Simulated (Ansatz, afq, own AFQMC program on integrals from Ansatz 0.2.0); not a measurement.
Two steps: Ansatz 0.2.0 writes the Fock matrix and Cholesky factors of the valence space, and afq projects on them the lowest state that overlaps trial and start.

```yaml
crystal:
  periodic: [false, false, false]
  atoms:
    - {symbol: N, position_ang: [0.000000, 0.000000, 0.000000]}
    - {symbol: H, position_ang: [0.000000, 0.000000, 1.252000]}
basis:
  gaussian: {orbitals: cc-pVDZ}
magnetization: {spin_polarized: false}
correlation: {method: ccsd_t, electrons: outside_noble_gas, hamiltonian_folder: ham}
```

```sh
$ ansatz run in.yaml --threads 1 --pin off --events-out ev --progress --plain --max-ram 24576MiB --backend cuda --devices 0, --max-vram 18GiB
```

Options of the walk:

```
--method phaseless --trial cisd --walkers 40 --populations 1 --least-time 40 --time-step 0.04 --steps-per-block 10 --equilibration-blocks 8 --max-blocks 100 --target-error 0.00058 --factor-cut 1e-05 --seed 5189 --release-times 0.3,0.6,0.9,1.2 --release-step 0.1 --release-every 2 --taylor-order 6
```

Times are imaginary, in 1/Eh. The walk had a cap of 60 s.

Output of the walk:

```
orbitals 18  electrons 3 3  factors 115 of 180
reference energy -54.83123386 Eh
CCSD correlation -0.15963111 Eh in 12 cycles, weight of the determinant in the CISD state 0.8276
energy of the start -54.990872 Eh
 block  time / (1/Eh)  mean weight  energy / Eh
     1     0.400  1.0031  -54.991013
     2     0.800  1.0009  -54.990697
     3     1.200  1.0009  -54.992436
     4     1.600  1.0180  -54.991962
     5     2.000  0.9780  -54.991217
    10     4.000  1.0188  -54.992678
    19     7.600  1.0112  -54.997718
    29    11.600  0.9760  -54.996207
    39    15.600  1.0011  -55.006678
    49    19.600  1.0084  -55.000905
    59    23.600  0.9888  -55.001399
    63    25.200  1.0145  -54.985012
    69    27.600  1.0065  -55.001152
    79    31.600  0.9993  -55.004244
    89    35.600  1.0067  -54.992345
    97    38.800  1.0041  -55.034008
    99    39.600  0.9842  -54.995323
   107    42.800  0.9995  -55.001465
blocks merged  error / Eh  count
     1  0.000968  100
     2  0.001199  50
     4  0.001346  25
     8  0.001742  12
released: time / (1/Eh)  energy / Eh  error  mean overlap
  0.30  -54.999370  0.001113  0.9872
  0.60  -54.999063  0.001589  0.9912
  0.90  -55.000888  0.001922  0.9748
  1.20  -55.000463  0.002070  0.9551
energy -54.999569 +/- 0.001346 Eh
(rows thinned)
```

The run passed its tests (sampling time, drift between the halves within three errors, error under three times the target), which doesn't prove that it has relaxed. The second half of the sampling lies below the first by 2.1 errors of their difference, so the energy may still be moving and its error bar be too small.

Against this walk (error 36.6 meV) on the same determinant: CCSD(T) 32.5 meV higher (within the noise), CCSDT(Q) 198.2 meV lower, CCSDTQ 192.6 meV lower, full CI 193.5 meV lower. The error is statistical and leaves out the bias of the constraint. Released to 1.20 1/Eh the energy moves by -24 ± 67 meV (both errors), within twice the noise. Full CI is exact here, so the walk's 193 meV above it is the walk's own error: the bias of the constraint with this trial, or a walk that hasn't relaxed. The determinant is a poor start (see the cautions), so the low cluster orders aren't to be relied on, and full CI is the sure value.

Cautions: constraint bias not in the error; error above the target (36.6 against 15.8 meV); another spin lies lower; restricted determinant unstable towards unrestricted (UHF 2.09 eV lower, ⟨S²⟩ 1.01); strong correlation (T1 0.009, weight of the determinant 0.83, largest double 0.37); the CCSDT(Q) amplitudes may be one of several solutions (largest double 0.96); the CCSDTQ amplitudes may be one of several solutions (largest double 0.98); the determinant fills πx and πy unequally, so it mixes two states of the linear molecule, and each level undoes that mixture to a different degree, while full CI gives the lower state; CCSDTQ on the UHF determinant differs (1.87 eV lower), perhaps since the unrestricted series falls towards higher spin; the bias of populations of 40 walkers isn't removed; the time-step error isn't removed.

The walk took 6.4 s on 1 × NVIDIA H100 80GB HBM3 with 2 threads of AMD EPYC 7R13 Processor (Zen 3), with other jobs on the host (the card was shared). The log's last line is the phaseless energy.

CCSDT and higher add their correlation energy to the determinant of the CCSD(T) run, since their own runs factorise the integrals more tightly (a shift of under 2 meV).
